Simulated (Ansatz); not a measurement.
A calculation on zinc-blende HgS (metastable phase) returned lattice constant a 6.039 Å, bulk modulus 50.7 GPa.

For reference: lattice constant a 5.841 Å (measured, 295 K, no zero-point or thermal correction; as tabulated in Cardona et al. (2009), arXiv:0908.2634).

### Question
Which level of theory produced these numbers?
A) LDA (Ansatz (an electronic-structure program))
B) PBEsol+SOC (Ansatz)
C) PBEsol (Ansatz)
D) B3LYP (VWN-RPA form) (Ansatz)

### Answer
D, B3LYP (VWN-RPA form) (Ansatz)

The others give: PBEsol 5.876 Å, 60.3 GPa; LDA 5.812 Å, 67.4 GPa; PBEsol+SOC 5.853 Å, 62.2 GPa.

Unless a cell is named, each level is at its own relaxed cell (B3LYP (VWN-RPA form) 27.53, LDA 24.54, PBEsol 25.36, PBEsol+SOC 25.07 Å³/atom).

Caveats: the cell is over a tenth larger than the published one: the level's own overestimate first of all, though another phase or state, or a fault of the published cell, is possible (B3LYP (VWN-RPA form)). Ansatz's density-functional and Hartree–Fock values are scalar-relativistic unless marked +SOC, with PAW data made under PBE.
